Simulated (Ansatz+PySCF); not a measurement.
The numbers below are computed, except where a source is named.
Input for Ansatz (development build ahead of 0.2.0):

```yaml
crystal:
  periodic: [false, false, false]
  atoms:
    - { symbol: Na, position_ang: [0.0, 0.0, -1.30616] }
    - { symbol: Cl, position_ang: [0.0, 0.0, 0.84516] }
basis:
  gaussian: { orbitals: def2-SVP }
hamiltonian:
  xc: hf
correlation:
  method: mp2
  frozen_orbitals: { Cl: 5, Na: 1 }
```

The input is written out in the form of the current development build from the run's settings.

Results

- Converged: yes
- Reference energy: -621.21429 hartree
- Correlation energy: -0.13906 hartree
- Total energy: -621.35335 hartree
- Spin squared of the determinant: 0.000
- Stability test: minimum among restricted orbitals
- Occupied orbitals by symmetry in an Abelian subgroup (alpha; beta): 8 A1 3 B1 3 B2; 8 A1 3 B1 3 B2
